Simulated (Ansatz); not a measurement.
Steps of a relaxation of C₃H₅NO, SMILES `NC1=C(O)C1` with RKS PBE0-D4/def2-TZVP.

```sh
$ ansatz run in.yaml --threads 2 --pin off --events-out ev --progress --plain --max-ram 4352MiB
```

```yaml
crystal:
  periodic: [false, false, false]
  atoms:
    - {symbol: N, position_ang: [-1.124740, 1.241330, -0.814169]}
    - {symbol: C, position_ang: [-0.264223, 0.295207, -0.300803]}
    - {symbol: C, position_ang: [0.017278, -0.859475, 0.260730]}
    - {symbol: O, position_ang: [-0.439358, -2.050021, 0.715455]}
    - {symbol: C, position_ang: [1.051465, 0.210128, 0.456807]}
    - {symbol: H, position_ang: [-1.976269, 0.848120, -1.225363]}
    - {symbol: H, position_ang: [-0.680818, 1.900459, -1.460965]}
    - {symbol: H, position_ang: [0.332320, -2.553436, 1.034382]}
    - {symbol: H, position_ang: [1.151261, 0.737488, 1.439504]}
    - {symbol: H, position_ang: [2.016285, 0.179200, -0.102579]}
basis:
  gaussian: {orbitals: def2-TZVP}
hamiltonian: {xc: pbe0, dispersion: d4}
relax: {f_tol: 0.005, max_steps: 150}
```

Positions (Å) and forces (eV/Å) along the path, 11 of 11 steps:

```xyz
10
step=1 energy=-6721.7816 eV
N    -1.125    1.241   -0.814   -0.048   -0.071   -0.503
C    -0.264    0.295   -0.301    0.423   -1.121    0.683
C     0.017   -0.859    0.261   -0.279    1.325   -0.475
O    -0.439   -2.050    0.715    0.759    0.095    0.062
C     1.051    0.210    0.457    0.047    0.008    0.003
H    -1.976    0.848   -1.225    0.535    0.207    0.266
H    -0.681    1.900   -1.461   -0.237   -0.440    0.412
H     0.332   -2.553    1.034   -0.546    0.309   -0.217
H     1.151    0.737    1.440   -0.088   -0.301   -0.521
H     2.016    0.179   -0.103   -0.567   -0.011    0.291
10
step=2 energy=-6721.8361 eV
N    -1.119    1.232   -0.809   -0.019   -0.011   -0.200
C    -0.261    0.293   -0.295    0.167   -0.300    0.228
C     0.016   -0.844    0.259   -0.117    0.374   -0.093
O    -0.437   -2.031    0.709    0.298    0.065    0.000
C     1.049    0.213    0.456    0.007   -0.041   -0.003
H    -1.959    0.838   -1.215    0.129    0.051    0.086
H    -0.678    1.878   -1.452   -0.058   -0.102    0.126
H     0.326   -2.535    1.019   -0.178    0.060   -0.054
H     1.147    0.729    1.429   -0.045   -0.094   -0.169
H     1.999    0.176   -0.099   -0.184   -0.001    0.078
10
step=3 energy=-6721.8418 eV
N    -1.116    1.229   -0.809    0.007   -0.009   -0.044
C    -0.260    0.292   -0.290   -0.007    0.030    0.008
C     0.015   -0.838    0.262   -0.058   -0.016    0.031
O    -0.432   -2.025    0.709    0.059    0.027   -0.016
C     1.047    0.212    0.457   -0.003   -0.013   -0.015
H    -1.953    0.835   -1.213   -0.008   -0.003    0.012
H    -0.674    1.874   -1.448    0.006    0.012    0.011
H     0.326   -2.531    1.013   -0.008   -0.029    0.008
H     1.143    0.727    1.423   -0.002    0.005    0.016
H     1.988    0.175   -0.100    0.015   -0.004   -0.010
10
step=4 energy=-6721.8408 eV rejected
N    -1.117    1.230   -0.808    0.005    0.042   -0.083
C    -0.261    0.294   -0.290   -0.033   -0.015    0.070
C     0.008   -0.834    0.269    0.030   -0.010   -0.050
O    -0.423   -2.033    0.689   -0.225    0.101   -0.049
C     1.045    0.210    0.457    0.010    0.027    0.017
H    -1.954    0.836   -1.213   -0.006   -0.010    0.006
H    -0.675    1.874   -1.448   -0.001    0.013    0.010
H     0.326   -2.522    1.025    0.207   -0.137    0.090
H     1.146    0.730    1.420   -0.001   -0.019    0.024
H     1.988    0.165   -0.098    0.013    0.009   -0.035
10
step=5 energy=-6721.8423 eV
N    -1.117    1.229   -0.812    0.011   -0.002   -0.028
C    -0.263    0.294   -0.288   -0.020    0.019    0.020
C     0.011   -0.836    0.267   -0.015   -0.012   -0.002
O    -0.428   -2.028    0.704    0.000    0.008   -0.005
C     1.045    0.212    0.457    0.004   -0.005    0.001
H    -1.953    0.835   -1.218   -0.004   -0.002    0.004
H    -0.673    1.876   -1.446    0.003    0.005    0.006
H     0.329   -2.530    1.017    0.014   -0.016    0.007
H     1.146    0.725    1.423    0.001    0.006    0.003
H     1.986    0.171   -0.102    0.007    0.000   -0.006
10
step=6 energy=-6721.8425 eV
N    -1.119    1.229   -0.813    0.000   -0.003   -0.006
C    -0.267    0.295   -0.282   -0.005    0.016    0.003
C     0.007   -0.835    0.271   -0.001   -0.006    0.009
O    -0.426   -2.031    0.703   -0.020    0.007   -0.011
C     1.044    0.211    0.456   -0.007   -0.012   -0.010
H    -1.949    0.834   -1.229   -0.015   -0.004    0.002
H    -0.672    1.882   -1.438    0.016    0.005   -0.001
H     0.331   -2.528    1.022    0.025   -0.015    0.007
H     1.150    0.723    1.422    0.001    0.013    0.011
H     1.982    0.170   -0.108    0.007   -0.001   -0.004
10
step=7 energy=-6721.8426 eV
N    -1.119    1.231   -0.814   -0.013   -0.013    0.006
C    -0.272    0.296   -0.277    0.004   -0.011    0.007
C     0.004   -0.834    0.275   -0.001    0.008   -0.002
O    -0.423   -2.034    0.703   -0.028    0.018   -0.017
C     1.042    0.211    0.457    0.001   -0.017   -0.010
H    -1.950    0.839   -1.229   -0.004   -0.004    0.003
H    -0.665    1.875   -1.443    0.012    0.026   -0.013
H     0.338   -2.528    1.018    0.028   -0.023    0.014
H     1.152    0.722    1.424    0.002    0.020    0.011
H     1.978    0.170   -0.110   -0.001   -0.003    0.001
10
step=8 energy=-6721.8426 eV
N    -1.119    1.230   -0.814    0.006    0.000    0.000
C    -0.273    0.296   -0.275   -0.002   -0.001   -0.017
C     0.002   -0.835    0.277    0.009   -0.003    0.015
O    -0.423   -2.036    0.701    0.005   -0.012    0.009
C     1.041    0.210    0.457   -0.008    0.024   -0.008
H    -1.949    0.837   -1.233    0.004    0.003   -0.001
H    -0.664    1.880   -1.438   -0.006   -0.007    0.005
H     0.338   -2.530    1.019   -0.013    0.013   -0.007
H     1.152    0.730    1.420    0.005   -0.020    0.004
H     1.977    0.167   -0.111    0.000    0.003    0.000
10
step=9 energy=-6721.8427 eV
N    -1.119    1.229   -0.815    0.001   -0.002    0.001
C    -0.272    0.295   -0.277   -0.002   -0.005    0.007
C     0.003   -0.835    0.277   -0.002    0.008   -0.007
O    -0.424   -2.034    0.704    0.003    0.004   -0.002
C     1.042    0.211    0.456    0.000    0.000   -0.001
H    -1.948    0.836   -1.235   -0.001    0.001    0.000
H    -0.665    1.881   -1.436    0.001   -0.001    0.000
H     0.337   -2.529    1.019    0.000   -0.002    0.001
H     1.153    0.726    1.421   -0.001    0.002   -0.002
H     1.977    0.169   -0.113    0.003   -0.004    0.003
10
step=10 energy=-6721.8427 eV
N    -1.119    1.229   -0.814   -0.001    0.000    0.000
C    -0.273    0.295   -0.277    0.003    0.001   -0.001
C     0.003   -0.834    0.277   -0.002   -0.001    0.002
O    -0.424   -2.034    0.703    0.000    0.002   -0.001
C     1.042    0.211    0.456    0.001   -0.007    0.002
H    -1.949    0.836   -1.234    0.000    0.000    0.000
H    -0.665    1.881   -1.437    0.001    0.001   -0.001
H     0.337   -2.529    1.019    0.000   -0.001    0.001
H     1.153    0.726    1.421    0.000    0.002    0.000
H     1.978    0.167   -0.111   -0.001    0.004   -0.002
10
step=11 energy=-6721.8427 eV
N    -1.119    1.229   -0.814    0.000    0.000    0.000
C    -0.272    0.295   -0.277   -0.001    0.001   -0.001
C     0.003   -0.835    0.277    0.001   -0.001    0.001
O    -0.424   -2.034    0.703    0.000    0.000    0.000
C     1.042    0.211    0.457    0.000    0.001   -0.001
H    -1.949    0.837   -1.234    0.000    0.000    0.000
H    -0.665    1.881   -1.437    0.000    0.000    0.000
H     0.337   -2.529    1.019    0.000    0.000    0.000
H     1.153    0.727    1.421    0.000    0.000    0.000
H     1.977    0.168   -0.112    0.000    0.000    0.000
```

Run time 57 s (2 threads of an AMD EPYC 7R43 on a shared host); peak host memory 0.42 GiB.
